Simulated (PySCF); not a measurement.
Molecule (SMILES): ClO (OH-Cl).
Geometry (B3LYP-D3(BJ)/def2-TZVP, fixed):
```xyz
3

O      0.0220     1.1044    -0.0012
H     -0.9233     1.3146     0.0160
Cl     0.0439    -0.5970    -0.0004
```
Charge 0, spin multiplicity 1.

Basis-set convergence of the lowest singlet excitation energy at CAM-B3LYP with PySCF. Tamm-Dancoff approximation; the state is taken by its order, and sets in which it differs in degeneracy or brightness are left out, yet its character can still change. All functions are spherical. Density fitting with generated auxiliary sets. No added dispersion term, no relativity. Reference: the value in aug-pcseg-3, 4.057 eV, itself unsure by roughly 0.008 eV (its mean distance from aug-cc-pV(Q+d)Z, aug-pcseg-2, aug-cc-pV(T+d)Z). Deviations are taken from unrounded values. Cost is core time over that of def2-SVPD, rough, on shared machines of one kind; a dash marks a row that isn't timed (too short, read off another run, short of memory, by another algorithm or on other hardware).

| basis | functions | lowest singlet excitation energy (eV) | minus reference (eV) | cost |
|---|---|---|---|---|
| 6-31G** | 37 | 4.156 | 0.099 | - |
| cc-pV(D+d)Z | 42 | 4.103 | 0.047 | - |
| 6-311G** | 50 | 4.090 | 0.033 | 0.5× |
| def2-SVPD | 58 | 4.103 | 0.047 | 1× |
| pcseg-2 | 78 | 4.124 | 0.067 | 2× |
| cc-pV(T+d)Z | 83 | 4.107 | 0.050 | 1× |
| def2-TZVPPD | 108 | 4.054 | -0.003 | 4× |
| def2-QZVPP | 157 | 4.081 | 0.024 | 9× |
| def2-QZVPPD | 178 | 4.059 | 0.002 | 20× |
